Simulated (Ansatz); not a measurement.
A nudged elastic band was laid between two geometries of C2H7Si (10 atoms, charge -1, multiplicity 1).

All numbers below come from RKS PBE/def2-SVP in Ansatz 0.2.0.

| Quantity | Value |
| --- | --- |
| movable images | 7 |
| climbing image | yes |
| spring | 5.0 eV/Å² |
| optimiser | quadratic models (default) |
| start path | through a guess of the saddle point |
| force threshold | 0.05 eV/Å |
| iteration limit | 60 |
| end points | relaxed |

Image 0:

```xyz
10
Properties=species:S:1:pos:R:3
C -1.085 0.739 -0.719
C 0.324 0.216 -0.593
Si 0.922 -0.679 0.838
H -1.884 0.042 -1.130
H -1.165 1.648 -1.378
H -1.491 1.064 0.271
H 0.812 -0.052 -1.555
H 0.533 -2.148 1.291
H 0.586 0.028 2.168
H 2.448 -0.857 0.807
```

Image 8:

```xyz
10
Properties=species:S:1:pos:R:3
C -0.734 0.650 -0.529
C 0.674 0.061 -0.397
Si 1.024 -1.195 1.118
H -1.488 -0.162 -0.639
H -0.872 1.353 -1.394
H -1.015 1.202 0.395
H 0.946 -0.472 -1.339
H -0.287 -2.040 0.896
H 0.333 -0.287 2.205
H 1.419 0.890 -0.316
```

**Question.** What changes between the two ends?

**Answer.** Bonds broken: Si3–H10. Bonds formed: C2–H10.

**Question.** What energy profile does the band end with?

**Answer.** It converged. The highest image is number 4 of 0 to 8, 1.55 eV above the first end and 2.41 eV above the last; the last end lies 0.86 eV below the first. A vibrational analysis at the climbing image gives one clearly imaginary mode, 1015i cm⁻¹: a first-order saddle point. The orbitals stay closed-shell, which can raise the energy where a bond breaks towards radicals; this wasn't checked here. Limits of this set-up: an anion without diffuse functions, the dipole of an ion depends on the origin.

| image | path coordinate (Å) | energy (eV) | Si3–H10 (Å) | C2–H10 (Å) |
| --- | --- | --- | --- | --- |
| 0 | 0.00 | 0.00 | 1.54 | 2.76 |
| 1 | 0.42 | 0.08 | 1.53 | 2.62 |
| 2 | 0.83 | 0.53 | 1.52 | 2.36 |
| 3 | 1.25 | 1.19 | 1.54 | 2.08 |
| 4 | 1.66 | 1.55 | 1.62 | 1.74 |
| 5 | 2.15 | 0.69 | 1.81 | 1.29 |
| 6 | 2.63 | -0.47 | 2.17 | 1.13 |
| 7 | 3.11 | -0.81 | 2.45 | 1.12 |
| 8 | 3.60 | -0.86 | 2.56 | 1.12 |

**Question.** What is the geometry of the highest image?

**Answer.** 
```xyz
10
Properties=species:S:1:pos:R:3:forces:R:3
C -0.987 0.714 -0.684 0.02 0.01 0.01
C 0.362 0.059 -0.472 0.02 -0.01 0.00
Si 0.998 -0.981 0.932 0.00 -0.01 -0.01
H -1.806 -0.010 -0.968 -0.01 0.00 0.00
H -0.987 1.497 -1.483 -0.01 0.00 0.00
H -1.355 1.210 0.243 -0.01 0.00 0.00
H 0.933 -0.117 -1.406 0.00 0.00 0.00
H 0.211 -2.318 1.341 0.00 0.00 0.00
H 0.694 -0.211 2.233 0.00 0.00 0.01
H 1.937 0.156 0.264 0.00 0.00 0.00
```

**Question.** What are the harmonic wavenumbers there?

**Answer.** 1015i, 89, 260, 311, 488, 626, 671, 693, 871, 954, 984, 1063, 1078, 1238, 1300, 1389, 1402, 1620, 1711, 1952, 2757, 2896, 2966, 3019 cm⁻¹.

The run took 110 s on 1 thread of Arm Neoverse V2 (shared host), peak memory 0.11 GiB.
